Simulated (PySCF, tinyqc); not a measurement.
Inside a calculation. Method: RHF in the sto-3g basis, for OH-, spin multiplicity 1. The basis has no diffuse functions, so it cannot describe the extra electron: this is an exercise in the method, not the real anion. The lowest restricted solution is unstable here: a spin-polarised one lies 0.0144 hartree lower (PySCF). One step of it, computed by the program tinyqc.

Problem. Iteration 2: building the Fock matrix. J_ij = sum D_kl (ij|kl), K_ij = sum D_kl (ik|jl); F = H + J - 0.5 K; E = tr D H + tr D J / 2 - 0.25 tr D K + E_nn.

D after iteration 1, lower triangle:
```
            1O 1s      1O 2s    1O 2px    1O 2py    1O 2pz     2H 1s
1O 1s    2.119044
1O 2s   -0.503214   2.127050
1O 2px   0.000000   0.000000  2.000000
1O 2py   0.000000   0.000000  0.000000  2.000000
1O 2pz  -0.000967   0.003659  0.000000  0.000000  1.998284
2H 1s    0.007799  -0.031698  0.000000  0.000000  0.006056  0.000491
```

core Hamiltonian H = T + V (hartree), lower triangle:
```
             1O 1s      1O 2s     1O 2px     1O 2py     1O 2pz      2H 1s
1O 1s   -31.923993
1O 2s    -7.424170  -8.552519
1O 2px    0.000000   0.000000  -6.750719
1O 2py    0.000000   0.000000   0.000000  -6.750719
1O 2pz   -0.004841  -0.061092   0.000000   0.000000  -6.776886
2H 1s    -0.304349  -0.847496   0.000000   0.000000  -0.724040  -2.932654
```

Two-electron integrals (ij|kl) in chemists' order, unique and non-zero (hartree):
```
(11|11) 4.785065   (21|11) 0.741380   (21|21) 0.136873   (22|11) 1.118947
(22|21) 0.256633   (22|22) 0.817206   (31|31) 0.024477   (32|31) 0.037809
(32|32) 0.180518   (33|11) 1.115814   (33|21) 0.256684   (33|22) 0.817023
(33|33) 0.880159   (41|41) 0.024477   (42|41) 0.037809   (42|42) 0.180518
(43|43) 0.047444   (44|11) 1.115814   (44|21) 0.256684   (44|22) 0.817023
(44|33) 0.785270   (44|44) 0.880159   (51|51) 0.024477   (52|51) 0.037809
(52|52) 0.180518   (53|53) 0.047444   (54|54) 0.047444   (55|11) 1.115814
(55|21) 0.256684   (55|22) 0.817023   (55|33) 0.785270   (55|44) 0.785270
(55|55) 0.880159   (61|11) 0.030466   (61|21) 0.005582   (61|22) 0.010417
(61|33) 0.010402   (61|44) 0.010402   (61|51) 0.000236   (61|52) 0.000449
(61|55) 0.010447   (61|61) 0.000230   (62|11) 0.094731   (62|21) 0.022091
(62|22) 0.080853   (62|33) 0.079476   (62|44) 0.079476   (62|51) 0.001611
(62|52) 0.013837   (62|55) 0.083525   (62|61) 0.000918   (62|62) 0.011246
(63|31) 0.002038   (63|32) 0.012846   (63|53) 0.002717   (63|63) 0.001420
(64|41) 0.002038   (64|42) 0.012846   (64|54) 0.002717   (64|64) 0.001420
(65|11) 0.079689   (65|21) 0.018791   (65|22) 0.073546   (65|33) 0.070635
(65|44) 0.070635   (65|51) 0.003108   (65|52) 0.023632   (65|55) 0.079283
(65|61) 0.000803   (65|62) 0.012460   (65|65) 0.015061   (66|11) 0.308236
(66|21) 0.072946   (66|22) 0.307075   (66|33) 0.299214   (66|44) 0.299214
(66|51) 0.004765   (66|52) 0.058856   (66|55) 0.322666   (66|61) 0.003027
(66|62) 0.061305   (66|65) 0.078792   (66|66) 0.774606
```

nuclear repulsion = 2.46990530 hartree

Give: Coulomb J; exchange K; Fock matrix F; total energy of this density.

Solution.

Coulomb J (hartree), lower triangle:
```
          1O 1s   1O 2s  1O 2px  1O 2py  1O 2pz   2H 1s
1O 1s   18.4622
1O 2s    3.5177  8.7479
1O 2px   0.0000  0.0000  8.7401
1O 2py   0.0000  0.0000  0.0000  8.7401
1O 2pz   0.0002  0.0007  0.0000  0.0000  8.7398
2H 1s    0.1435  0.8349  0.0000  0.0000  0.7470  3.0725
```

exchange K (hartree), lower triangle:
```
         1O 1s   1O 2s  1O 2px  1O 2py  1O 2pz   2H 1s
1O 1s   9.8317
1O 2s   1.7115  2.8482
1O 2px  0.0000  0.0000  2.3471
1O 2py  0.0000  0.0000  0.0000  2.3471
1O 2pz  0.0001  0.0014  0.0000  0.0000  2.3459
2H 1s   0.0755  0.2573  0.0000  0.0000  0.1984  0.0568
```

Fock matrix F (hartree), lower triangle:
```
           1O 1s    1O 2s  1O 2px  1O 2py   1O 2pz   2H 1s
1O 1s   -18.3776
1O 2s    -4.7622  -1.2287
1O 2px    0.0000   0.0000  0.8159
1O 2py    0.0000   0.0000  0.0000  0.8159
1O 2pz   -0.0047  -0.0611  0.0000  0.0000   0.7900
2H 1s    -0.1986  -0.1413  0.0000  0.0000  -0.0763  0.1114
```

total energy of this density = -72.925960 hartree
